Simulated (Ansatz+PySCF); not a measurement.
A calculation with PySCF 2.14.0.

```python
from pyscf import gto, scf, cc

mol = gto.M(atom="""
B 0.000000 0.000000 0.000000
O 0.000000 0.000000 2.000000
""", basis='sto-3g', charge=0, spin=1)
mf = scf.UHF(mol)
mf.kernel()
mycc = cc.CCSD(mf, frozen=2).run()
et = mycc.ccsd_t()
print(mf.e_tot, mycc.e_corr, et, mycc.e_tot + et)
```

The script is written out from the run's settings.

Output:

```json
{"Converged": "yes", "Reference energy": "-97.87525 hartree", "CCSD correlation energy": "-0.12950 hartree", "Triples correction": "-0.03430 hartree", "Total energy": "-98.03905 hartree", "Spin squared of the determinant": "0.780"}
```

This is not the lowest solution: another run reaches a determinant 2.65 eV lower. Caution: large amplitudes, a single reference is doubtful; another reference gives a lower total.
